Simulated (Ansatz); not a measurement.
**Worked example: ideal-gas entropy of CHFO (formyl fluoride)**

A singlet with charge 0, relaxed at B2PLYP/cc-pVTZ, 3 core orbitals frozen (Ansatz 0.2.0):

```xyz
4

O    -0.8936    0.2051    0.8306
C    -0.0465    0.0707    0.0205
F     0.5904   -1.0962   -0.1854
H     0.3497    0.8204   -0.6657
```

Harmonic wavenumbers in cm⁻¹: 667, 1041, 1082, 1381, 1873, 3123.

Masses in u: O 15.999, C 12.011, F 18.998, H 1.008. Take T = 298.15 K, p = 1 bar, R = 8.3145 J/(mol K), kT/hc = 207.22 cm⁻¹, rigid rotor and harmonic oscillator.

Q: Compute the standard molar entropy.

A: 
1. Translation (Sackur–Tetrode): S = R[3/2 ln M + 5/2 ln T − 1.1517] with M = 48.016 gives 157.1 J/(mol K).
2. Rotation: principal moments 5.497, 43.146, 48.643 u Å² give A, B, C = 3.0667, 0.3907, 0.3466 cm⁻¹; the symmetry number is σ = 1; q = (√π/σ)√((kT/hc)³/ABC) = 8204; S = R(ln q + 3/2) = 87.4.
3. Vibration: with u = ν̃/207.22, each mode gives R[u/(eᵘ − 1) − ln(1 − e⁻ᵘ)]; the sum is 2.2, most from 667 cm⁻¹ (1.5), 1041 cm⁻¹ (0.3), 1082 cm⁻¹ (0.3).
4. Spin: R ln 1 = 0.0.
5. Sum: 157.1 + 87.4 + 2.2 + 0.0 = 246.7 J/(mol K).

The tabulated value is 246.6 J/(mol K) (CRC Handbook of Chemistry and Physics): the model is off by +0.1.
